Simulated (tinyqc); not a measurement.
MP2 on RHF in the sto-6g basis, frozen core, for H2O, spin multiplicity 1, step by step. One step of it, computed by the program tinyqc.

Task: Second-order Moller-Plesset energy. E2 = sum_ijab (ia|jb) [2 (ia|jb) - (ib|ja)] / (e_i + e_j - e_a - e_b) over occupied i, j and virtual a, b; the opposite-spin part is (ia|jb)^2 / denominator, the rest is same-spin, and SCS-MP2 scales them by 6/5 and 1/3.

orbital energies (hartree): [-20.536215, -1.215970, -0.529548, -0.455054, -0.398059, 0.463171, 0.537616]

Two-electron integrals over orbitals (pq|rs), unique and non-zero (hartree); the lowest 1 orbital is frozen and left out:
```
(22|22) 0.728623    (32|32) 0.128576    (33|22) 0.618931    (33|33) 0.595628
(42|22) -0.027687   (42|33) 0.001944    (42|42) 0.129748    (43|32) 0.025857
(43|43) 0.057751    (44|22) 0.655301    (44|33) 0.565669    (44|42) -0.088831
(44|44) 0.684608    (52|52) 0.151525    (53|53) 0.026868    (54|52) -0.044721
(54|54) 0.047386    (55|22) 0.757966    (55|33) 0.605369    (55|42) -0.083367
(55|44) 0.680600    (55|55) 0.880663    (62|22) 0.131974    (62|33) 0.069570
(62|42) 0.033531    (62|44) 0.057430    (62|55) 0.138719    (62|62) 0.096082
(63|32) -0.030980   (63|43) -0.036574   (63|63) 0.069872    (64|22) 0.132121
(64|33) 0.052206    (64|42) -0.057508   (64|44) 0.131720    (64|55) 0.155885
(64|62) 0.056780    (64|64) 0.105545    (65|52) 0.049002    (65|54) 0.006762
(65|65) 0.034043    (66|22) 0.601085    (66|33) 0.552410    (66|42) 0.043556
(66|44) 0.550063    (66|55) 0.585002    (66|62) 0.096067    (66|64) 0.056481
(66|66) 0.588730    (72|32) 0.055074    (72|43) -0.031881   (72|63) 0.029872
(72|72) 0.067382    (73|22) 0.165370    (73|33) 0.090444    (73|42) -0.081931
(73|44) 0.133928    (73|55) 0.202965    (73|62) 0.066068    (73|64) 0.107522
(73|66) 0.046764    (73|73) 0.163632    (74|32) -0.073277   (74|43) -0.016816
(74|63) 0.054455    (74|72) -0.015666   (74|74) 0.073614    (75|53) 0.023798
(75|75) 0.024173    (76|32) 0.081506    (76|43) 0.063413    (76|63) -0.061394
(76|72) -0.005887   (76|74) -0.062586   (76|76) 0.110481    (77|22) 0.602440
(77|33) 0.580160    (77|42) -0.014763   (77|44) 0.569273    (77|55) 0.599378
(77|62) 0.059143    (77|64) 0.047750    (77|66) 0.551642    (77|73) 0.086344
(77|77) 0.588324
```

Hartree-Fock energy = -75.64903645 hartree

Give: Terms; Pair energies; MP2 correlation energy; SCS-MP2 correlation energy; MP2 total energy.

Result:

Terms:
```
i  j  a  b  (ia|jb)  (ib|ja)  denominator       term
3  3  7  7   0.1636   0.1636      -2.1343    -0.0125
3  4  7  6   0.1075   0.0545      -1.9854    -0.0087
4  3  6  7   0.1075   0.0545      -1.9854    -0.0087
4  4  6  6   0.1055   0.1055      -1.8364    -0.0061
2  2  6  6   0.0961   0.0961      -3.3583    -0.0027
4  4  7  7   0.0736   0.0736      -1.9853    -0.0027
3  2  7  6   0.0661   0.0299      -2.7463    -0.0025
2  3  6  7   0.0661   0.0299      -2.7463    -0.0025
3  3  6  6   0.0699   0.0699      -1.9854    -0.0025
2  2  7  7   0.0674   0.0674      -3.5072    -0.0013
4  2  6  6   0.0568   0.0568      -2.5974    -0.0012
2  4  6  6   0.0568   0.0568      -2.5974    -0.0012
5  5  6  6   0.0340   0.0340      -1.7225    -0.0007
5  5  7  7   0.0242   0.0242      -1.8713  -3.12e-04
4  2  7  7  -0.0157  -0.0157      -2.7463  -8.94e-05
2  4  7  7  -0.0157  -0.0157      -2.7463  -8.94e-05
2  3  7  6   0.0299   0.0661      -2.7463   6.88e-05
3  2  6  7   0.0299   0.0661      -2.7463   6.88e-05
4  3  7  6   0.0545   0.1075      -1.9854  -3.81e-05
3  4  6  7   0.0545   0.1075      -1.9854  -3.81e-05
```

Pair energies (hartree; pair i-j sums ij and ji):
```
pair  opposite spin  same spin
2-2         -0.0040     0.0000
3-2         -0.0038    -0.0010
3-3         -0.0150     0.0000
4-2         -0.0027     0.0000
4-3         -0.0146    -0.0028
4-4         -0.0088     0.0000
5-5         -0.0010     0.0000
```

MP2 correlation energy = -0.053742 hartree

SCS-MP2 correlation energy = -0.061205 hartree

MP2 total energy = -75.702779 hartree
